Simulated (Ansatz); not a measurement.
## A barrier at the coupled-cluster level

Start structure (CH$_{7}$ClSi, closed shell), relaxed at PBE0-D4/def2-TZVP:

Si1  (-0.442, 0.193, -1.033)
C2  (0.202, -1.146, 0.097)
H3  (-1.874, -0.018, -1.370)
H4  (-0.340, 1.530, -0.370)
H5  (0.345, 0.271, -2.292)
H6  (0.321, 1.722, 1.388)
Cl7  (0.785, 1.725, 2.588)
H8  (-0.371, -1.182, 1.026)
H9  (1.249, -0.971, 0.353)
H10  (0.127, -2.122, -0.388)
(Å)

The step: CH₆Si ([CH3][SiH3]) + HCl → SiH₃Cl ([SiH3][Cl]) + CH₄; bonds formed: Si1–Cl7, C2–H6; bonds broken: Si1–C2, H6–Cl7. Ansatz 0.2.0; basis: def2-TZVPP and def2-QZVPP; cores frozen in the correlated methods. Extrapolation: Hartree–Fock as exp(−7.88 √X), correlation as X^−2.97. Energies below are by CCSD(T) at an estimated basis limit (MP2 extrapolated from triple and quadruple zeta, plus CCSD(T) − MP2 in triple zeta).

Question: What are the electronic barrier and the energy of the step, from the start structure to the end structure? (Judge from chemistry; the value comes from the calculation.)

Answer: The calculation gives: Barrier 42.64 kcal/mol; step energy -23.02 kcal/mol (downhill); reverse barrier, their difference, 65.66 kcal/mol. Barrier and step energy count from the start structure, the reverse barrier from the end structure.

The saddle point: One imaginary mode of 580i cm⁻¹.
```json
{"pair": "Si1–Cl7", "start (Å)": "4.12", "saddle (Å)": "2.56", "end (Å)": "2.05"}
{"pair": "C2–H6", "start (Å)": "3.15", "saddle (Å)": "1.25", "end (Å)": "1.09"}
{"pair": "Si1–C2", "start (Å)": "1.87", "saddle (Å)": "2.13", "end (Å)": "4.28"}
{"pair": "H6–Cl7", "start (Å)": "1.29", "saddle (Å)": "1.76", "end (Å)": "3.14"}
```

Zero-point energy (harmonic, PBE0-D4): ZPE is 43.34 kcal/mol at the start and 43.77 kcal/mol at the saddle, so the barrier goes from 42.64 to 43.08 kcal/mol.

No T1 diagnostic of these runs exceeds 0.011. The end structure is not quite a true minimum (one mode of 26i cm⁻¹).

Labels in which every atom is bracketed show which atoms are joined, not bond orders.

For scale, one of the runs: CCSD(T)/def2-TZVPP, 213 basis functions (an equivalent command: `ansatz run in.yaml --threads 4`). The run took 40 s on 4 CPU threads (shared host), with 2.8 GiB of host memory at its peak.
